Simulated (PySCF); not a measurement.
```xyz
4
charge 0 multiplicity 1, angstrom
S    -0.2139   -0.5034    0.0109
F     0.3193    0.4909    1.1663
O    -0.0086    0.4037   -1.3048
H     0.8957    0.3024   -1.6291
```

All numbers come from PBE0/[S def2-TZVP, F def2-TZVP, O def2-TZVP, H def2-TZVP], no relativity, density fitting, PySCF.

This geometry of SF(OH) is a stationary point at this level.

What is the point group?

C1.

Is it a minimum?

Yes: all harmonic wavenumbers are real.

Which band is strongest in the infrared?

794 cm⁻¹ (a), 158 km/mol.

What are the dipole moment and the gap between the highest occupied and lowest empty levels?

2.03 D and 6.02 eV.

Give the atomic charges and bond orders.


| atom | Mulliken | Löwdin | polar tensor | Mayer order to S1 |
| --- | --- | --- | --- | --- |
| S1 | 0.28 | 0.26 | 0.82 | – |
| F2 | -0.23 | -0.18 | -0.53 | 0.95 |
| O3 | -0.39 | -0.24 | -0.57 | 1.15 |
| H4 | 0.34 | 0.15 | 0.28 | 0.03 |
Other Mayer orders above 0.3: O–H 0.87.

This need not be the most stable arrangement of these atoms.
